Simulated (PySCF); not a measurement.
Gas-phase reaction: 2 BH2 + 3 CH2 + 3 O2 = 2 B(OH)3 + C3H4 (allene)

Energies from PySCF, thermal terms from the rigid-rotor harmonic-oscillator model, ideal gas at 1 bar. S°(298 K) at PBE0/def2-TZVP differs from the NASA 1993 table for BH2 (+14 J/mol/K); whether the harmonic model or the table's entry is off was not settled. † marks an energy on the PBE0/def2-TZVP geometry and frequencies. MP2 freezes the core. Open shells (unrestricted): BH2 (multiplicity 2), CH2 (multiplicity 3), O2 (multiplicity 3); the rest are closed-shell singlets. B3LYP is the form with VWN-RPA correlation. MP2 isn't extrapolated to the basis-set limit; its ΔH°(298 K) is -3542.6 kJ in def2-SVP and -3662.2 kJ in def2-TZVPP. The harmonic model lacks anharmonicity and excited electronic states, which grow with temperature; levels with a mode under 35 cm⁻¹ are left out. Internal rotation in B(OH)3 is treated as a harmonic vibration of one conformer, which makes the entropy rough.

```
level              ΔE electronic, kJ  ΔH°(298 K), kJ  ΔS°(298 K), J/K  ΔG°(2500 K), kJ
-----------------  -----------------  --------------  ---------------  ---------------
B3LYP/def2-TZVP†               -3587           -3461             -806            -1473
BLYP/def2-TZVP†                -3518           -3393             -806            -1404
MP2/def2-SVP†                  -3668           -3543             -806            -1554
PBE0/def2-QZVP†                -3625           -3500             -806            -1511
PBE0/def2-SVP†                 -3627           -3501             -806            -1512
r2SCAN/def2-TZVP†              -3528           -3403             -806            -1414
LDA/def2-TZVP†                 -4062           -3936             -806            -1947
```
ΔH° is lowest at LDA/def2-TZVP† and highest at BLYP/def2-TZVP†. No reference value is set beside these.
